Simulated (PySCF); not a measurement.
MgP⁺, CCSD: how much the basis matters

PySCF, ROHF reference; triplet, unpaired electrons π ↑↑; De to Mg⁺ + P without counterpoise correction. Frozen cores follow the default of each basis and core potential.

```
              basis     relativity  functions  Re (Å)  ωe (cm⁻¹)  De (eV)  frozen orbitals
            pcseg-1  no relativity         28   2.584        283     0.74                6
           def2-SVP  no relativity         36   2.547        304     1.00                6
cc-pVDZ/cc-pV(D+d)Z  no relativity         41   2.513        324     1.05                6
```

Question: How does each smaller set differ from the one with most functions, cc-pVDZ/cc-pV(D+d)Z?

Answer: pcseg-1: +7.1 pm, -12.7 % in ωe, -0.31 eV in De; def2-SVP: +3.4 pm, -6.2 % in ωe, -0.05 eV in De. All at CCSD; the set with most functions is neither the basis-set limit nor always the best.

Correlated steps freeze 6 core orbitals. Correlated levels converge slowly with the basis: in double zeta they bind strong bonds too weakly, by up to about 1 eV, and carry superposition errors of some tenths. For an ion De counts to the pair picked by the measured ionisation energies or electron affinities, which need not be the lowest pair at this level. The CCSD T1 diagnostic is raised in MgP⁺, a sign that a single reference may not be enough there. The state was picked by a PBE0 search and need not be the measured ground state.
